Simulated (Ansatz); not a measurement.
## Elastic constant C44 of rock-salt MgS at several levels of theory

No measured value is used here.

```
level (code)     value (GPa)  cell (Å³/atom)
---------------  -----------  --------------
LDA (Ansatz)               ?           16.87
PBE (Ansatz)            53.9           17.88
PBEsol (Ansatz)         54.2           17.39
r²SCAN (Ansatz)         60.3           17.61
```

Problem. Fill in the missing entries.

Solution. 
- LDA (Ansatz, a first-principles code), value (GPa): 57.0

Each level is taken at its own relaxed cell. Cutoffs differ between the levels. Ansatz's density-functional and Hartree–Fock values are scalar-relativistic unless marked +SOC, with PAW data made under PBE.
